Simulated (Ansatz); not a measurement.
One geometry of the cluster Al₂H₃, several levels of theory.

```yaml
crystal:
  periodic: [false, false, false]
  atoms:
    - {symbol: Al, position_ang: [0.084527, -1.444495, 0.509572]}
    - {symbol: Al, position_ang: [-0.066969, 1.102488, -0.387997]}
    - {symbol: H, position_ang: [-1.440243, 1.770232, 0.007485]}
    - {symbol: H, position_ang: [0.179092, -2.942687, 1.034198]}
    - {symbol: H, position_ang: [1.243592, 1.514453, -1.163248]}
basis:
  gaussian: {orbitals: def2-TZVP}
magnetization: {spin_polarized: true, initial_magnetization: 1}
hamiltonian: {xc: pbe0, dispersion: d4}
output: {orbitals: {seedname: orbitals}}
```

The file start.molden holds the orbitals of an earlier run on this structure, at another level or in another basis.

```sh
$ ansatz run in.yaml --threads 2 --pin off --events-out ev --progress --plain --max-ram 4352MiB
```

It prints (some lines left out):

```
Functional definition: PBE0
690 factors; their error is unknown
mean field evaluation 1: about -13233.6061 eV, gradient 8.7e0 eV
mean field evaluation 2: about -13234.0446 eV, gradient 5.5e0 eV
mean field evaluation 4: about -13234.3881 eV, gradient 4.1e-1 eV
mean field evaluation 8: about -13234.4154 eV, gradient 7.1e-2 eV
mean field evaluation 16: about -13234.4156 eV, gradient 7.5e-5 eV
mean field -13234.41558537 eV, -486.3558021532 hartree, gradient 2.7e-5 eV, S^2 0.756303; 2 other end points of the search recorded, 0 dependent functions left out
reference -13234.41561980 eV, -486.3558034187 hartree; 15, 14 occupied and 77, 78 virtual orbitals, 690 factors
Total energy: -13234.47628088 eV, -486.3580326720 hartree
```

It took 1.3 s on 2 threads of Intel Xeon Platinum 8488C on a shared host.

As the first input, with `gaussian: {orbitals: def2-TZVP, initial_orbitals: start.molden}`, `hamiltonian: {xc: {name: LC-wPBE, parameters: {omega: 0.2/bohr}}}`, `scf: {omitted_lower_state_checks: [starts]}` (abridged; 1.4 s):

```
Functional definition: LC-wPBE
mean field -13234.85264284 eV, -486.3718637189 hartree, gradient 1.3e-5 eV, S^2 0.756809
Total energy: -13234.85264287 eV, -486.3718637202 hartree
Checks for a lower state left out: starts
```

The first input with `gaussian: {orbitals: def2-TZVP, initial_orbitals: start.molden}`, `hamiltonian: {xc: lda}`, `scf: {omitted_lower_state_checks: [starts]}` (abridged; 0.4 s):

```
Functional definition: SPW92
mean field -13182.45485331 eV, -484.4462804703 hartree, gradient 4.0e-5 eV, S^2 0.751905
Total energy: -13182.45489377 eV, -484.4462819573 hartree
Checks for a lower state left out: starts
```

As the first input, with `gaussian: {orbitals: def2-TZVP, initial_orbitals: start.molden}`, `hamiltonian: {xc: {name: LC-wPBE}}`, `scf: {omitted_lower_state_checks: [starts]}` (abridged; 1.9 s):

```
Functional definition: LC-wPBE
mean field -13235.96495310 eV, -486.4127403670 hartree, gradient 2.0e-5 eV, S^2 0.760794
Total energy: -13235.96495311 eV, -486.4127403673 hartree
Checks for a lower state left out: starts
```

First input, but with `gaussian: {orbitals: def2-TZVP, initial_orbitals: start.molden}`, `hamiltonian: {xc: {name: LC-wPBE, parameters: {omega: 0.1/bohr}}}`, `scf: {omitted_lower_state_checks: [starts]}` (abridged; 1.5 s):

```
Functional definition: LC-wPBE
mean field -13234.46841692 eV, -486.3577436769 hartree, gradient 1.5e-5 eV, S^2 0.755338
Total energy: -13234.46841708 eV, -486.3577436827 hartree
Checks for a lower state left out: starts
```

First input, but with `gaussian: {orbitals: def2-TZVP, initial_orbitals: start.molden}`, `hamiltonian: {xc: r2scan, dispersion: d4}`, `scf: {omitted_lower_state_checks: [starts]}` (abridged; 1.6 s):

```
Functional definition: r2SCAN
mean field -13239.15396426 eV, -486.5299343658 hartree, gradient 1.4e-5 eV, S^2 0.761028
Total energy: -13239.16962441 eV, -486.5305098657 hartree
Checks for a lower state left out: starts
```

The first input with `gaussian: {orbitals: def2-TZVP, initial_orbitals: start.molden}`, `hamiltonian: {xc: hf}`, `scf: {omitted_lower_state_checks: [starts]}` (abridged; 0.6 s):

```
Functional definition: HF
mean field -13211.70547296 eV, -485.5212209157 hartree, gradient 1.2e-5 eV, S^2 0.772395
Total energy: -13211.70547296 eV, -485.5212209157 hartree
Checks for a lower state left out: starts
```

Geometry: PBE-D4/def2-TZVP, that of the charge +1 singlet.

LC-ωPBE has ω = 0.4 bohr⁻¹. The structure comes from a short search, and lower isomers may exist.
